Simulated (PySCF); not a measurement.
## Atomic charges against the basis set

Compound: fluoroacetonitrile, C2H2FN.
Bonds: N1–C2 (triple), C2–C3, C3–F4. Hydrogens: H5, H6 on C3.

PBE0 throughout (PySCF), one geometry, spherical d and f functions. Geometry: PBE0-D3(BJ)/def2-SVP; no solvent, vibrations or thermal averaging. Atoms taken as equivalent share a column and are averaged.

Mulliken charges (e):

```
        basis  functions      N1      C2      C3      F4   H5/H6
       STO-3G         22  -0.176  +0.066  -0.039  -0.080  +0.115
        6-31G         40  -0.273  +0.142  +0.004  -0.313  +0.220
       6-31G*         60  -0.342  +0.223  -0.001  -0.308  +0.214
     def2-SVP         66  -0.026  -0.231  +0.337  -0.245  +0.082
     pcSseg-1         78  -0.231  -0.001  +0.224  -0.302  +0.154
6-311+G(2d,p)        120  -0.300  +0.384  -0.236  -0.214  +0.183
    def2-TZVP        136  -0.004  -0.224  +0.122  -0.187  +0.146
```

IAO charges (e):

```csv
basis,functions,N1,C2,C3,F4,H5/H6
STO-3G,22,-0.143,+0.058,-0.114,-0.110,+0.155
6-31G,40,-0.192,+0.110,-0.020,-0.271,+0.187
6-31G*,60,-0.203,+0.116,+0.017,-0.280,+0.175
def2-SVP,66,-0.193,+0.111,+0.019,-0.285,+0.174
pcSseg-1,78,-0.204,+0.118,+0.018,-0.291,+0.180
"6-311+G(2d,p)",120,-0.208,+0.125,+0.011,-0.299,+0.186
def2-TZVP,136,-0.207,+0.123,+0.016,-0.298,+0.183
```

Hirshfeld charges (e):

```tsv
basis	functions	N1	C2	C3	F4	H5/H6
STO-3G	22	-0.158	+0.026	+0.111	-0.051	+0.036
6-31G	40	-0.184	+0.066	+0.080	-0.108	+0.073
6-31G*	60	-0.198	+0.073	+0.077	-0.095	+0.071
def2-SVP	66	-0.192	+0.077	+0.062	-0.092	+0.072
pcSseg-1	78	-0.195	+0.079	+0.063	-0.096	+0.075
6-311+G(2d,p)	120	-0.198	+0.076	+0.063	-0.097	+0.078
def2-TZVP	136	-0.198	+0.078	+0.059	-0.093	+0.077
```

ESP-fitted charges (e):

| basis | functions | N1 | C2 | C3 | F4 | H5/H6 |
| --- | --- | --- | --- | --- | --- | --- |
| STO-3G | 22 | -0.371 | +0.337 | -0.100 | -0.056 | +0.095 |
| 6-31G | 40 | -0.426 | +0.350 | +0.139 | -0.233 | +0.085 |
| 6-31G* | 60 | -0.406 | +0.341 | -0.034 | -0.144 | +0.122 |
| def2-SVP | 66 | -0.397 | +0.308 | +0.072 | -0.181 | +0.099 |
| pcSseg-1 | 78 | -0.417 | +0.333 | +0.052 | -0.187 | +0.109 |
| 6-311+G(2d,p) | 120 | -0.407 | +0.311 | +0.053 | -0.178 | +0.111 |
| def2-TZVP | 136 | -0.408 | +0.315 | +0.037 | -0.167 | +0.111 |

Problem. Which scheme is steadiest as the basis changes?

Solution. Largest range over the bases for any column: Hirshfeld 0.06 e, IAO 0.19 e, ESP-fitted 0.24 e, Mulliken 0.61 e. Hirshfeld charges move least and Mulliken charges most, counted in e. Without the minimal STO-3G basis the ranges are Hirshfeld 0.02, IAO 0.04, ESP-fitted 0.17, Mulliken 0.61 e.

Problem. How much do the charges still move between the two largest bases, 6-311+G(2d,p) and def2-TZVP?

Solution. At most, over all atoms: Mulliken 0.608 e, IAO 0.005 e, Hirshfeld 0.004 e, ESP-fitted 0.016 e.

Problem. What do the same runs give for the total energy, the frontier levels and the dipole moment?

Solution. 
```tsv
basis	energy (Eh)	HOMO (eV)	LUMO (eV)	μ (D)
STO-3G	-228.6186	-6.52	3.34	2.62
6-31G	-231.6486	-9.81	-0.21	3.21
6-31G*	-231.7112	-9.58	-0.05	3.14
def2-SVP	-231.5417	-9.75	-0.23	3.14
pcSseg-1	-231.6980	-9.87	-0.41	3.28
6-311+G(2d,p)	-231.7924	-9.89	-0.73	3.30
def2-TZVP	-231.8145	-9.84	-0.55	3.27
```

The dipole is fixed by the density alone, so its range of 0.68 D shows that the density itself changes with the basis, not only its division among atoms.
